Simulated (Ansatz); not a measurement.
All values below come from frozen-core CCSD(T)/def2-TZVPP // PBE0-D3(BJ)/def2-TZVP (Ansatz, an electronic-structure program).

Ansatz 0.2 input:
```yaml
crystal:
  periodic: [false, false, false]
  atoms:
    - { symbol: C, position_ang: [-0.025111, 0.353729, 0.0] }
    - { symbol: O, position_ang: [1.028461, -0.152257, -0.000003] }
    - { symbol: H, position_ang: [-1.003349, -0.201472, 0.000004] }
basis:
  gaussian: { orbitals: def2-TZVPP }
correlation:
  method: ccsd_t
magnetization:
  spin_polarized: true
  initial_magnetization: 1
```

Output:

```
Functional definition: HF
478 factors; integrals over basis functions are off by at most 1.4e-3 eV
mean field evaluation 1: about -3081.3487 eV, gradient 2.0e1 eV
mean field evaluation 2: about -3081.3513 eV, gradient 2.0e1 eV
mean field evaluation 4: about -3082.9556 eV, gradient 2.2e0 eV
mean field evaluation 8: about -3083.0120 eV, gradient 4.7e-2 eV
mean field evaluation 16: about -3082.9522 eV, gradient 2.2e0 eV
mean field evaluation 32: about -3080.3656 eV, gradient 2.2e0 eV
mean field -3083.01209157 eV, -113.2986046244 hartree, gradient 2.0e-6 eV, S^2 0.765226; 0 other end points of the search recorded, 0 dependent functions left out
2 core orbitals not correlated
reference -3083.01209157 eV, -113.2986046244 hartree; 6, 5 occupied and 68, 69 virtual orbitals, 478 factors
second order -9.93301897 eV of doubles, -0.00000000 eV of singles
cycle   1  -9.72296724 eV  change    2.1e-1 eV  update   9.3e-2
cycle   2  -10.05058508 eV  change   -3.3e-1 eV  update   3.0e-2
cycle   3  -10.14537590 eV  change   -9.5e-2 eV  update   1.8e-2
cycle   4  -10.13587524 eV  change    9.5e-3 eV  update   5.4e-3
cycle   5  -10.13639127 eV  change   -5.2e-4 eV  update   2.8e-3
cycle   6  -10.13689013 eV  change   -5.0e-4 eV  update   1.1e-3
cycle   7  -10.13689252 eV  change   -2.4e-6 eV  update   4.4e-4
cycle   8  -10.13703493 eV  change   -1.4e-4 eV  update   1.6e-4
cycle   9  -10.13700059 eV  change    3.4e-5 eV  update   4.8e-5
cycle  10  -10.13698321 eV  change    1.7e-5 eV  update   1.6e-5
cycle  11  -10.13699665 eV  change   -1.3e-5 eV  update   6.7e-6
cycle  12  -10.13699453 eV  change    2.1e-6 eV  update   2.9e-6
perturbative correction -0.45201404 eV, -0.0166112097 hartree
Total energy: -3093.60110014 eV, -113.6877435119 hartree
```

Cost: very roughly 5 core-seconds.
